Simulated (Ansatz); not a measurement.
Molecule: CF$_{3}$, net charge 0, doublet state. It need not be the lowest isomer of its formula. SMILES: F[C](F)F
Coordinates optimised at B3LYP-D3(BJ)/def2-TZVP (Ansatz, a program for electronic structure):
```
C
F 1 1.3212
F 1 1.3212 2 111.37
F 1 1.3212 2 111.37 3 -124.97
```
Charge 0, spin multiplicity 2.

Computed values are from Ansatz. Correlated levels leave the core frozen unless marked. UHF or UKS for open shells. No spin-orbit coupling. Non-relativistic. Basis-set limits of correlation are two-point, X^-3; Hartree-Fock from the larger set. [CCSD(T)-MP2]/basis is that difference in the basis named.

* **atomisation energy De**: 345.3 kcal/mol at RI-MP2/CBS(aug-cc-pVTZ,aug-cc-pVQZ)+[CCSD(T)-MP2]/aug-cc-pVTZ
* **total energy**: -337.3435 Eh at RI-MP2/CBS(aug-cc-pVTZ,aug-cc-pVQZ)+[CCSD(T)-MP2]/aug-cc-pVTZ
* **dipole moment**: 0.35 D at CCSD(T)/aug-cc-pVDZ
* **T1 diagnostic**: 0.015 at CCSD/aug-cc-pVTZ
* **measured enthalpy of formation, 298 K**: -111.9 kcal/mol (Active Thermochemical Tables 1.112 (ions: stationary electron), as tabulated in the package chemicals)
